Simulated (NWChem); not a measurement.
Species: hydrogen isocyanide (CHN); SMILES [C-]#[NH+]

Computed with NWChem. The geometry was optimised at PBE-D3(BJ)/def2-SVP. Ions are spin-unrestricted doublets at the neutral geometry; other ion states weren't tried. Functional: LC-ωPBE (HJS hole) with def2-SVP; rows give the range parameter ω in 1/bohr.

For range parameter (1/bohr) 0.50:

* **−ε(HOMO) (eV)**: 12.62

Question: Estimate the same quantities for range parameter (1/bohr) 0.60.

Answer: 
| Property | Value |
|---|---|
| −ε(HOMO) (eV) | 13.05 |
